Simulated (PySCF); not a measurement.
Compound: HCl.
Numbering: `[ClH:1]` (hydrogens: H2 on Cl1)

Level: wB97X-D/pcSseg-2 in PySCF, non-relativistic, on one gas-phase PBE0-D3(BJ)/def2-TZVP geometry that isn't relaxed in the solvent. The solvent is an IEF-PCM continuum (Bondi radii, 1.10 Å for H, scaled by 1.2). Specific hydrogen bonds and non-electrostatic terms are outside this model.

Gas phase at wB97X-D/pcSseg-2: HOMO -11.42 eV, LUMO 1.93 eV, dipole 1.30 D.

Problem. What does the continuum do to the energy, the frontier levels and the dipole at wB97X-D/pcSseg-2 in chloroform?

Solution. 
```tsv
solvent	ε	E(solvent) − E(gas) (kcal/mol)	polarisation term (kcal/mol)	distortion of the solute (kcal/mol)	HOMO (eV)	LUMO (eV)	dipole (D)
chloroform	4.711	-2.10	-2.34	0.24	-11.38	2.30	1.54
```

The polarisation term is half the interaction of the solute with the surface charges that it induces; the rest is the cost of distorting the solute's density. The sum is the electrostatic part of solvation alone.

Problem. Which radius a makes the point-dipole formula ΔE = −[(ε − 1)/(2ε + 1)]·μ²/a³ give the value in chloroform, with the gas-phase dipole?

Solution. μ = 0.510 au and |ΔE| = 0.00335 Eh give a = 1.60 Å; the farthest nucleus lies 0.64 Å from the centroid of the nuclei. The formula assumes a rigid point dipole at the centre of a sphere.

Time: 0.73 s wall; peak memory 0.31 GiB. Hardware: an Intel Xeon at 2.30 GHz with one thread, shared host with 24 logical CPUs at a one-minute load of 14. This is the whole shielding run at wB97X-D/pcSseg-2 in chloroform, SCF included.

wB97X-D is run here without its empirical dispersion term; that term would change no orbital, density or response property at a fixed geometry.
